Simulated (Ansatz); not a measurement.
I need a short molecular-dynamics run of CH₆AlN, SMILES [CH3][AlH][NH2]. Use Ansatz 0.2.0, Python API. Settings (for the species named): BLYP, def2-SVP basis, multiplicity 1.

`ch6aln.xyz`
```text
9

C    -0.80940    0.83660   -0.98140
Al    0.57750   -0.14810   -0.07850
N     0.17650   -1.05260    1.54710
H    -1.61970    0.20890   -1.25170
H    -0.45240    1.32840   -1.93920
H    -1.22640    1.69760   -0.32040
H     2.07170   -0.20700   -0.70830
H     0.48600   -2.04250    1.40280
H     0.88480   -0.66760    2.31250
```

`ch6aln_md.py`
```python
import ansatz as az
import numpy as np

BASIS_SET = "def2-SVP"
FUNCTIONAL = "BLYP"
N_STEPS = 40
TEMPERATURE_K = 800


def main() -> None:
    geometry = az.Crystal.molecule_from_extxyz("ch6aln.xyz")

    calculation = (
        geometry.calculation()
        .basis(gaussian=BASIS_SET)
        .functional(FUNCTIONAL)
        .scf(lower_state_search="off")
    )
    symbols = [site.symbol for site in geometry.cartesian_sites]
    start = np.array([site.position_ang for site in geometry.cartesian_sites], dtype=float)
    summary = calculation.relax(force_tolerance=0.02).run().report
    end = np.array(summary["positions_ang"])
    minimum = az.Crystal.molecule()
    for symbol, place in zip(symbols, end):
        minimum = minimum.atom(symbol, place.tolist())

    calculation = (
        minimum.calculation()
        .basis(gaussian=BASIS_SET)
        .functional(FUNCTIONAL)
        .scf(lower_state_search="off")
        .md("nvt_nose_hoover", timestep=0.5, steps=N_STEPS, temperature=TEMPERATURE_K, initial_velocities="maxwell_boltzmann", seed=41, thermostat_time=10)
    )
    frames = []
    done = calculation.session().plan().execute(on_event=lambda e: frames.append(e["data"]) if e["event"] == "md_step" else None)
    print("t (fs)   E_pot (eV)      E_kin (eV)   T (K)   d(0-1) (A)")
    for f in frames[::2]:
        xyz = np.array(f["positions_ang"])
        print(f"{f['time_fs']:6.2f} {f['lagrangian_ev']:14.5f} {f['e_kin_ev']:10.5f} {f['temperature_k']:8.1f} {np.linalg.norm(xyz[0] - xyz[1]):9.4f}")
    kept = np.array([f["conserved_ev"] for f in frames])
    print(f"conserved energy moves by at most {1000 * np.ptp(kept):.3f} meV")
    symbols = [site.symbol for site in geometry.cartesian_sites]
    with open("last_frame.xyz", "w") as handle:
        handle.write(f"{len(symbols)}\nt = {frames[-1]['time_fs']} fs\n")
        handle.writelines("{:2s} {:10.5f} {:10.5f} {:10.5f}\n".format(s, *xyz) for s, xyz in zip(symbols, frames[-1]["positions_ang"]))


if __name__ == "__main__":
    main()
```

```console
$ python ch6aln_md.py
t (fs)   E_pot (eV)      E_kin (eV)   T (K)   d(0-1) (A)
  0.00    -9217.28629    0.72386    800.0    1.9725
  1.00    -9217.20822    0.64756    715.7    1.9677
  2.00    -9217.05675    0.49966    552.2    1.9639
  3.00    -9216.96056    0.40811    451.0    1.9620
  4.00    -9216.97058    0.42442    469.1    1.9625
  5.00    -9217.03274    0.49704    549.3    1.9654
  6.00    -9217.04162    0.52298    578.0    1.9706
  7.00    -9216.95826    0.46213    510.7    1.9776
  8.00    -9216.86833    0.39604    437.7    1.9854
  9.00    -9216.86745    0.42085    465.1    1.9932
 10.00    -9216.94487    0.53263    588.7    2.0003
 11.00    -9216.99704    0.63305    699.6    2.0070
 12.00    -9216.95317    0.64655    714.6    2.0140
 13.00    -9216.85711    0.60685    670.7    2.0219
 14.00    -9216.78761    0.58852    650.4    2.0310
 15.00    -9216.76032    0.60910    673.2    2.0412
 16.00    -9216.74189    0.63731    704.3    2.0524
 17.00    -9216.75328    0.69259    765.4    2.0639
 18.00    -9216.82691    0.80413    888.7    2.0750
 19.00    -9216.82798    0.83854    926.7    2.0847
 20.00    -9216.67409    0.71343    788.5    2.0920
conserved energy moves by at most 5.554 meV
```

It writes `last_frame.xyz`:
```text
9
t = 20.0 fs
C    -0.86820    0.93867   -0.87680
Al    0.63492   -0.39931   -0.30524
N     0.52776   -0.87042    1.49227
H    -1.70598    0.37729   -1.06423
H    -0.47620    1.49568   -1.67588
H    -0.80036    1.51676    0.02845
H     2.05005   -0.77033   -0.98691
H     1.19630   -1.56273    1.88877
H    -0.41152   -0.96361    1.94887
```

Caveats:
- The settings weren't tested for convergence.
- The trajectory is only some femtoseconds long, so its temperature is not equilibrated; where the script doesn't relax first, it starts from a rough generated geometry.
- The temperature counts the internal degrees of freedom alone.
- Finished in 84 s on 1 thread of Arm Neoverse V1, on a shared host, peak memory 0.18 GiB.

(Lines on the test bed's own set-up are left out of the output.)
